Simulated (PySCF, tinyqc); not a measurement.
Worked calculation: CIS on RHF in the sto-6g basis, frozen core, for HF, spin multiplicity 1. The lowest restricted solution is unstable here: a spin-polarised one lies 0.0001 hartree lower (PySCF). Computed by tinyqc, a small Python program that keeps every step (integrals from PySCF). Settings: charge = 0, multiplicity = 1, basis = sto-6g, method = RHF, frozen orbitals = 1, energy threshold = 1e-10, iteration cap = 75, orthogonalisation = canonical, start = atomic densities, DIIS depth = 6. Command: `OMP_NUM_THREADS=1 python tinyqc.py 21759 21760 out.jsonl` (the two numbers bound the seeds that draw the settings). One thread of a shared host (Intel(R) Xeon(R) Processor @ 2.60GHz), about 0.1 s of CPU time with the checks. The early iterations of the SCF are left out here.

## One-electron integrals

Geometry (angstrom):
```
atom       x       y       z
F     0.0000  0.0000  0.0000
H     0.0000  0.0000  1.2070
```

Basis sto-6g: exponents (1/bohr^2) and contraction coefficients of normalised primitives:
```
element  l (shell)   exponent  coefficient
F            s (1)  1728.6266       0.0092
F            s (1)   316.9418       0.0494
F            s (1)    88.6689       0.1685
F            s (1)    30.4602       0.3706
F            s (1)    11.8286       0.4165
F            s (1)     4.8717       0.1303
F            s (2)    67.0323      -0.0133
F            s (2)    13.2674      -0.0470
F            s (2)     4.1235      -0.0338
F            s (2)     1.5865       0.2502
F            s (2)     0.6890       0.5951
F            s (2)     0.3158       0.2407
F            p (3)    67.0323       0.0038
F            p (3)    13.2674       0.0377
F            p (3)     4.1235       0.1739
F            p (3)     1.5865       0.4180
F            p (3)     0.6890       0.4259
F            p (3)     0.3158       0.1017
H            s (1)    35.5232       0.0092
H            s (1)     6.5131       0.0494
H            s (1)     1.8221       0.1685
H            s (1)     0.6260       0.3706
H            s (1)     0.2431       0.4165
H            s (1)     0.1001       0.1303
```

Overlap, kinetic and nuclear-attraction integrals over the contracted functions; the nuclear repulsion is the sum of Za Zb / Rab.

nuclear repulsion = 3.945812 hartree

overlap S, order 1F 1s, 1F 2s, 1F 2px, 1F 2py, 1F 2pz, 2H 1s:
```
[[1.0000, 0.2325, 0.0000, 0.0000, 0.0000, 0.0259],
 [0.2325, 1.0000, 0.0000, 0.0000, 0.0000, 0.2835],
 [0.0000, 0.0000, 1.0000, 0.0000, 0.0000, 0.0000],
 [0.0000, 0.0000, 0.0000, 1.0000, 0.0000, 0.0000],
 [0.0000, 0.0000, 0.0000, 0.0000, 1.0000, 0.2433],
 [0.0259, 0.2835, 0.0000, 0.0000, 0.2433, 1.0000]]
```

kinetic energy T (hartree), order 1F 1s, 1F 2s, 1F 2px, 1F 2py, 1F 2pz, 2H 1s:
```
[[37.3977, -1.1433, 0.0000, 0.0000, 0.0000, -0.0056],
 [-1.1433, 1.0823, 0.0000, 0.0000, 0.0000, 0.0227],
 [0.0000, 0.0000, 3.2513, 0.0000, 0.0000, 0.0000],
 [0.0000, 0.0000, 0.0000, 3.2513, 0.0000, 0.0000],
 [0.0000, 0.0000, 0.0000, 0.0000, 3.2513, 0.0974],
 [-0.0056, 0.0227, 0.0000, 0.0000, 0.0974, 0.7685]]
```

nuclear attraction V (hartree), order 1F 1s, 1F 2s, 1F 2px, 1F 2py, 1F 2pz, 2H 1s:
```
[[-78.2609, -7.9676, 0.0000, 0.0000, -0.0092, -1.0155],
 [-7.9676, -11.9134, 0.0000, 0.0000, -0.1081, -2.4121],
 [0.0000, 0.0000, -11.8939, 0.0000, 0.0000, 0.0000],
 [0.0000, 0.0000, 0.0000, -11.8939, 0.0000, 0.0000],
 [-0.0092, -0.1081, 0.0000, 0.0000, -11.9509, -1.7973],
 [-1.0155, -2.4121, 0.0000, 0.0000, -1.7973, -5.1326]]
```

core Hamiltonian H = T + V (hartree), order 1F 1s, 1F 2s, 1F 2px, 1F 2py, 1F 2pz, 2H 1s:
```
[[-40.8631, -9.1110, 0.0000, 0.0000, -0.0092, -1.0210],
 [-9.1110, -10.8311, 0.0000, 0.0000, -0.1081, -2.3894],
 [0.0000, 0.0000, -8.6426, 0.0000, 0.0000, 0.0000],
 [0.0000, 0.0000, 0.0000, -8.6426, 0.0000, 0.0000],
 [-0.0092, -0.1081, 0.0000, 0.0000, -8.6996, -1.6999],
 [-1.0210, -2.3894, 0.0000, 0.0000, -1.6999, -4.3641]]
```

## Two-electron integrals

Functions are numbered as in S; the eight-fold symmetry (ij|kl) = (ji|kl) = (kl|ij) leaves the list below.

Two-electron integrals (ij|kl) in chemists' order, unique and non-zero (hartree):
```
(11|11) 5.4062   (21|11) 0.7681   (21|21) 0.1389   (22|11) 1.2663
(22|21) 0.2840   (22|22) 0.9264   (31|31) 0.0295   (32|31) 0.0447
(32|32) 0.2048   (33|11) 1.2663   (33|21) 0.2840   (33|22) 0.9264
(33|33) 0.9981   (41|41) 0.0295   (42|41) 0.0447   (42|42) 0.2048
(43|43) 0.0538   (44|11) 1.2663   (44|21) 0.2840   (44|22) 0.9264
(44|33) 0.8905   (44|44) 0.9981   (51|51) 0.0295   (52|51) 0.0447
(52|52) 0.2048   (53|53) 0.0538   (54|54) 0.0538   (55|11) 1.2663
(55|21) 0.2840   (55|22) 0.9264   (55|33) 0.8905   (55|44) 0.8905
(55|55) 0.9981   (61|11) 0.0910   (61|21) 0.0158   (61|22) 0.0316
(61|33) 0.0315   (61|44) 0.0315   (61|51) 0.0007   (61|52) 0.0013
(61|55) 0.0317   (61|61) 0.0018   (62|11) 0.2453   (62|21) 0.0559
(62|22) 0.2053   (62|33) 0.2024   (62|44) 0.2024   (62|51) 0.0041
(62|52) 0.0315   (62|55) 0.2112   (62|61) 0.0064   (62|62) 0.0580
(63|31) 0.0060   (63|32) 0.0351   (63|53) 0.0065   (63|63) 0.0082
(64|41) 0.0060   (64|42) 0.0351   (64|54) 0.0065   (64|64) 0.0082
(65|11) 0.1741   (65|21) 0.0402   (65|22) 0.1578   (65|33) 0.1513
(65|44) 0.1513   (65|51) 0.0085   (65|52) 0.0574   (65|55) 0.1707
(65|61) 0.0048   (65|62) 0.0547   (65|65) 0.0593   (66|11) 0.4324
(66|21) 0.1004   (66|22) 0.4249   (66|33) 0.4119   (66|44) 0.4119
(66|51) 0.0084   (66|52) 0.0921   (66|55) 0.4510   (66|61) 0.0115
(66|62) 0.1615   (66|65) 0.1762   (66|66) 0.7750
```

## Orthogonalisation

S = U s U^T; canonical form X = U s^(-1/2), so that X^T S X = 1. Each column of U has its largest component positive (the first on a tie).

eigenvalues of S: [0.5916, 0.8537, 1.0000, 1.0000, 1.1246, 1.4300]

X, order 1F 1s, 1F 2s, 1F 2px, 1F 2py, 1F 2pz, 2H 1s:
```
[[0.4002, 0.7035, 0.0000, 0.0000, -0.5583, 0.3040],
 [-0.7937, -0.4015, 0.0000, 0.0000, -0.3338, 0.5048],
 [0.0000, 0.0000, -0.2610, 0.9653, 0.0000, 0.0000],
 [0.0000, 0.0000, 0.9653, 0.2610, 0.0000, 0.0000],
 [-0.4857, 0.6152, 0.0000, 0.0000, 0.6077, 0.2922],
 [0.8150, -0.3698, 0.0000, 0.0000, 0.3111, 0.5164]]
```

Within a degenerate level the vectors are fixed only up to a rotation; this is one choice.

## Starting guess

The start is atomic minimal-basis densities projected into this basis (PySCF's MINAO start) and scaled to the electron count of each spin; this density is not idempotent, so its energy is not variational and may lie below the converged one.

D at the start, order 1F 1s, 1F 2s, 1F 2px, 1F 2py, 1F 2pz, 2H 1s:
```
[[2.1513, -0.4966, 0.0000, 0.0000, 0.0098, -0.0116],
 [-0.4966, 2.1373, 0.0000, 0.0000, -0.0579, 0.0481],
 [0.0000, 0.0000, 1.6363, 0.0000, 0.0000, 0.0000],
 [0.0000, 0.0000, 0.0000, 1.6363, 0.0000, 0.0000],
 [0.0098, -0.0579, 0.0000, 0.0000, 1.5487, 0.1733],
 [-0.0116, 0.0481, 0.0000, 0.0000, 0.1733, 1.0101]]
```

## Iteration 7 (converged): orbitals

converged F (hartree), order 1F 1s, 1F 2s, 1F 2px, 1F 2py, 1F 2pz, 2H 1s:
```
[[-26.2582, -6.3716, 0.0000, 0.0000, -0.0154, -0.7170],
 [-6.3716, -2.8897, 0.0000, 0.0000, -0.0293, -0.6786],
 [0.0000, 0.0000, -0.4718, 0.0000, 0.0000, 0.0000],
 [0.0000, 0.0000, 0.0000, -0.4718, 0.0000, 0.0000],
 [-0.0154, -0.0293, 0.0000, 0.0000, -0.2382, -0.4432],
 [-0.7170, -0.6786, 0.0000, 0.0000, -0.4432, -0.3145]]
```

Diagonalise F' = X^T F X, C = X C', fill 5 alpha and 5 beta electrons from the bottom; D = 2 C_occ C_occ^T. Each column has its largest component positive (the first on a tie).

F' = X^T F X (hartree):
```
[[-1.4986, -4.1400, 0.0000, 0.0000, 3.5575, -2.1917],
 [-4.1400, -9.6222, 0.0000, 0.0000, 9.6650, -6.5151],
 [0.0000, 0.0000, -0.4718, 0.0000, 0.0000, 0.0000],
 [0.0000, 0.0000, 0.0000, -0.4718, 0.0000, 0.0000],
 [3.5575, 9.6650, 0.0000, 0.0000, -10.7558, 7.2563],
 [-2.1917, -6.5151, 0.0000, 0.0000, 7.2563, -5.9463]]
```

orbital energies (hartree): [-26.2613, -1.4320, -0.5029, -0.4718, -0.4718, 0.3734]

coefficients C, order 1F 1s, 1F 2s, 1F 2px, 1F 2py, 1F 2pz, 2H 1s:
```
[[0.9972, -0.2445, 0.0487, 0.0000, 0.0000, 0.0512],
 [0.0119, 0.9944, -0.2686, 0.0000, 0.0000, -0.3104],
 [0.0000, 0.0000, 0.0000, 0.9631, -0.2691, 0.0000],
 [0.0000, 0.0000, 0.0000, 0.2691, 0.9631, 0.0000],
 [0.0010, 0.0289, 0.6884, 0.0000, 0.0000, -0.7708],
 [-0.0019, 0.0963, 0.5902, 0.0000, 0.0000, 0.8983]]
```

D after iteration 7, order 1F 1s, 1F 2s, 1F 2px, 1F 2py, 1F 2pz, 2H 1s:
```
[[2.1132, -0.4886, 0.0000, 0.0000, 0.0550, 0.0066],
 [-0.4886, 2.1220, 0.0000, 0.0000, -0.3122, -0.1256],
 [0.0000, 0.0000, 2.0000, 0.0000, 0.0000, 0.0000],
 [0.0000, 0.0000, 0.0000, 2.0000, 0.0000, 0.0000],
 [0.0550, -0.3122, 0.0000, 0.0000, 0.9495, 0.8182],
 [0.0066, -0.1256, 0.0000, 0.0000, 0.8182, 0.7152]]
```

Within a degenerate level the vectors are fixed only up to a rotation; this is one choice.

## Convergence

Stop when the energy changes by less than 1e-10 hartree and every element of the error matrix X^T (F D S - S D F) X is below 3e-06.

Course of the cycle:
```
iteration  E (hartree)     change  largest element of the error matrix
1          -100.071429          -                             6.14e-01
2           -99.386865   6.85e-01                             2.06e-01
3           -99.449387  -6.25e-02                             2.11e-02
4           -99.449897  -5.10e-04                             3.23e-03
5           -99.449903  -5.77e-06                             2.93e-05
6           -99.449903  -4.21e-10                             9.24e-08
7           -99.449903  -7.11e-14                             4.56e-08
```

PySCF RHF in the same basis = -99.449903 hartree

Converged in 7 iterations.

## Populations, bond orders and dipole

Mulliken: Z minus the diagonal of D S on the atom; Loewdin: the same with S^(1/2) D S^(1/2); Mayer order: 2 sum_s sum (D(s) S)_ij (D(s) S)_ji over the two atoms.

Charges (e):
```
atom  Mulliken  Loewdin
1F     -0.1212  -0.1001
2H      0.1212   0.1001
```

Mayer bond orders:
```
pair   order
2-1   0.9853
```

dipole moment about the origin, x y z (debye): [0.0000, 0.0000, 1.1012]

## Integrals over molecular orbitals

(pq|rs) = sum C_ip C_jq C_kr C_ls (ij|kl), one index at a time.

one-electron integrals over orbitals h = C^T H C (hartree):
```
[[-40.8501, 0.7312, -0.1402, 0.0000, 0.0000, -0.1551],
 [0.7312, -9.1946, 0.5072, 0.0000, 0.0000, 0.8358],
 [-0.1402, 0.5072, -6.9261, 0.0000, 0.0000, 2.2226],
 [0.0000, 0.0000, 0.0000, -8.6426, 0.0000, 0.0000],
 [0.0000, 0.0000, 0.0000, 0.0000, -8.6426, 0.0000],
 [-0.1551, 0.8358, 2.2226, 0.0000, 0.0000, -6.0100]]
```

Two-electron integrals over orbitals (pq|rs), unique and non-zero (hartree); the lowest 1 orbital is frozen and left out:
```
(22|22) 0.8747    (32|22) -0.0444   (32|32) 0.1380    (33|22) 0.7023
(33|32) -0.0177   (33|33) 0.6871    (42|42) 0.1891    (43|42) -0.0290
(43|43) 0.0365    (44|22) 0.8962    (44|32) -0.0672   (44|33) 0.6885
(44|44) 0.9981    (52|52) 0.1891    (53|52) -0.0290   (53|53) 0.0365
(54|54) 0.0538    (55|22) 0.8962    (55|32) -0.0672   (55|33) 0.6885
(55|44) 0.8905    (55|55) 0.9981    (62|22) -0.0910   (62|32) -0.0743
(62|33) -0.0243   (62|44) -0.0893   (62|55) -0.0893   (62|62) 0.0912
(63|22) -0.2311   (63|32) 0.0818    (63|33) -0.0976   (63|44) -0.2408
(63|55) -0.2408   (63|62) 0.0390    (63|63) 0.2259    (64|42) -0.0297
(64|43) -0.0217   (64|64) 0.0290    (65|52) -0.0297   (65|53) -0.0217
(65|65) 0.0290    (66|22) 0.6431    (66|32) 0.0490    (66|33) 0.6523
(66|44) 0.6255    (66|55) 0.6255    (66|62) -0.0556   (66|63) -0.0223
(66|66) 0.6817
```

## CIS matrix, singlets

A(ia,jb) = (e_a - e_i) d_ij d_ab + 2 (ia|jb) - (ij|ab).

CIS matrix A, singlet (hartree), order 2>6, 3>6, 4>6, 5>6:
```
[[1.3448, 0.0290, 0.0000, 0.0000],
 [0.0290, 0.6758, 0.0000, 0.0000],
 [0.0000, 0.0000, 0.2776, 0.0000],
 [0.0000, 0.0000, 0.0000, 0.2776]]
```

## CIS singlet states

dipole integrals <i|r|a> (bohr), order 2>6, 3>6, 4>6, 5>6:
```
[[0.0000, 0.0000, -0.0491],
 [0.0000, 0.0000, 1.1683],
 [-0.0180, -0.0050, 0.0000],
 [0.0050, -0.0180, 0.0000]]
```

Diagonalise A (1 hartree = 27.211386 eV); each vector has its largest component positive (the first on a tie). The transition dipole is mu = sqrt2 sum c_ia <i|r|a>.

singlet excitation energies (eV): [7.5546, 7.5546, 18.3539, 36.6278]

lowest vectors, order 2>6, 3>6, 4>6, 5>6:
```
[[0.0000, 0.0000, -0.0432, 0.9991],
 [0.0000, 0.0000, 0.9991, 0.0432],
 [-0.3512, 0.9363, 0.0000, 0.0000],
 [0.9363, 0.3512, 0.0000, 0.0000]]
```

oscillator strengths 2/3 w |mu|^2: [0.0001, 0.0001, 1.2298, 0.0000]

Within a degenerate level the vectors are fixed only up to a rotation; this is one choice.

## CIS matrix, triplets

A(ia,jb) = (e_a - e_i) d_ij d_ab - (ij|ab).

CIS matrix A, triplet (hartree), order 2>6, 3>6, 4>6, 5>6:
```
[[1.1623, -0.0490, 0.0000, 0.0000],
 [-0.0490, 0.2240, 0.0000, 0.0000],
 [0.0000, 0.0000, 0.2197, 0.0000],
 [0.0000, 0.0000, 0.0000, 0.2197]]
```

## CIS triplet states

Diagonalise A (1 hartree = 27.211386 eV); each vector has its largest component positive (the first on a tie).

triplet excitation energies (eV): [5.9773, 5.9773, 6.0247, 31.6970]

lowest vectors, order 2>6, 3>6, 4>6, 5>6:
```
[[0.0000, 0.0000, 0.0520, 0.9986],
 [0.0000, 0.0000, 0.9986, -0.0520],
 [-0.1010, 0.9949, 0.0000, 0.0000],
 [0.9949, 0.1010, 0.0000, 0.0000]]
```

Within a degenerate level the vectors are fixed only up to a rotation; this is one choice.
